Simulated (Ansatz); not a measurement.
Geometry optimisation, Ansatz, UHF/STO-3G.

Input file:

```yaml
crystal:
  periodic: [false, false, false]
  atoms:
    - { symbol: C, position_ang: [-0.408, 0.3834, -0.2618] }
    - { symbol: Al, position_ang: [1.3082, -0.4349, 0.0404] }
    - { symbol: F, position_ang: [1.4199, -1.7955, 1.1935] }
    - { symbol: H, position_ang: [-0.3232, 1.5142, -0.0104] }
    - { symbol: H, position_ang: [-1.2232, -0.0741, 0.3368] }
    - { symbol: H, position_ang: [-0.7317, 0.343, -1.3448] }
magnetization:
  spin_polarized: true
  initial_magnetization: 1
basis:
  gaussian: { orbitals: STO-3G }
hamiltonian:
  xc: hf
relax:
  f_tol: 0.02
  max_steps: 40
output:
  orbitals: {}
```

Run as:

```bash
$ ansatz run input.yaml --threads 1 --pin off --max-ram 2048MiB --backend cpu --events-out ev --progress --plain --runs-dir out
```

Question: Where does it end, and by what steps?

Answer: The run converged. Limits of this set-up: minimal basis. After 5 steps the energy has fallen by 0.649 eV; F3 moved furthest, 0.23 Å.

```json
{"step": "0", "energy less start (eV)": "0.0000", "largest force component (eV/Å)": "3.342", "accepted": "yes"}
{"step": "1", "energy less start (eV)": "-0.5119", "largest force component (eV/Å)": "2.082", "accepted": "yes"}
{"step": "2", "energy less start (eV)": "-0.6204", "largest force component (eV/Å)": "0.621", "accepted": "yes"}
{"step": "3", "energy less start (eV)": "-0.6461", "largest force component (eV/Å)": "0.164", "accepted": "yes"}
{"step": "4", "energy less start (eV)": "-0.6484", "largest force component (eV/Å)": "0.090", "accepted": "yes"}
{"step": "5", "energy less start (eV)": "-0.6492", "largest force component (eV/Å)": "0.012", "accepted": "yes"}
```

```xyz
6
Properties=species:S:1:pos:R:3
C -0.370 0.376 -0.248
Al 1.352 -0.450 0.018
F 1.258 -1.651 1.108
H -0.357 1.430 0.004
H -1.146 -0.083 0.353
H -0.694 0.314 -1.281
```

Whether the end is a true minimum wasn't checked by a vibrational analysis.

The run took 3.9 s on 1 thread of AMD EPYC 7R43 64-Core Processor (Zen 3), with other jobs on the host, peak memory 0.12 GiB.
